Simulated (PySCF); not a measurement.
Geometries of 4 isomers of C4H9F, from PBE0-D3(BJ)/def2-SVP geometry optimisation, gas phase (PySCF 2.14.0). One conformer each, no zero-point energy, no frequencies.

Question: Which is lowest in electronic energy at this level?
A.
```xyz
14
angstrom
C     -1.950   -0.053   -0.095
C     -0.551   -0.214    0.477
C      0.548    0.155   -0.510
C      1.938    0.050    0.070
F      2.076    0.900    1.144
H     -2.098   -0.688   -0.983
H     -2.138    0.989   -0.402
H     -2.722   -0.325    0.641
H     -0.436    0.413    1.376
H     -0.401   -1.256    0.812
H      0.496   -0.494   -1.402
H      0.395    1.188   -0.870
H      2.703    0.315   -0.680
H      2.142   -0.978    0.421
```
B.
```xyz
14
angstrom
C      1.905   -0.279   -0.275
C      0.634    0.337    0.284
C     -0.629   -0.275   -0.290
C     -1.903    0.316    0.266
F     -0.622   -1.635   -0.021
H      1.979   -0.125   -1.364
H      1.920   -1.363   -0.090
H      2.802    0.160    0.186
H      0.610    1.423    0.089
H      0.603    0.216    1.381
H     -0.616   -0.173   -1.392
H     -1.970    1.389    0.030
H     -2.781   -0.189   -0.162
H     -1.935    0.198    1.359
```
C.
```xyz
14
angstrom
C      1.252    0.014   -0.744
C      0.154   -0.070    0.302
C     -0.809   -1.211    0.025
C     -0.568    1.254    0.475
F      0.778   -0.355    1.519
H      0.833    0.234   -1.737
H      1.967    0.808   -0.482
H      1.798   -0.939   -0.799
H     -1.339   -1.057   -0.927
H     -1.553   -1.284    0.831
H     -0.264   -2.164   -0.030
H      0.148    2.046    0.740
H     -1.084    1.545   -0.452
H     -1.313    1.179    1.280
```
D.
```xyz
14
angstrom
C     -0.313    1.362   -0.412
C      0.070    0.123    0.391
C     -1.064   -0.896    0.431
C      1.342   -0.503   -0.149
F      1.158   -0.930   -1.445
H     -0.498    1.096   -1.463
H      0.488    2.118   -0.392
H     -1.227    1.827   -0.013
H      0.303    0.432    1.426
H     -1.285   -1.263   -0.583
H     -1.984   -0.452    0.840
H     -0.803   -1.766    1.053
H      2.172    0.226   -0.143
H      1.640   -1.375    0.459
```

Answer: C. That is `CC(C)(C)F`, 3.4 kcal/mol below the next.

```tsv
SMILES	atoms numbered as above	E (Eh)	relative (kcal/mol)	relative (kJ/mol)	dipole (D)
CC(C)(C)F	[CH3:1][C:2]([CH3:3])([CH3:4])[F:5]	-257.22472	0.0	0.0	1.78
CC[C@H](C)F	[CH3:1][CH2:2][C@H:3]([CH3:4])[F:5]	-257.21931	3.4	14.2	1.71
CC(C)CF	[CH3:1][CH:2]([CH3:3])[CH2:4][F:5]	-257.21399	6.7	28.2	1.64
CCCCF	[CH3:1][CH2:2][CH2:3][CH2:4][F:5]	-257.21227	7.8	32.7	1.65
```
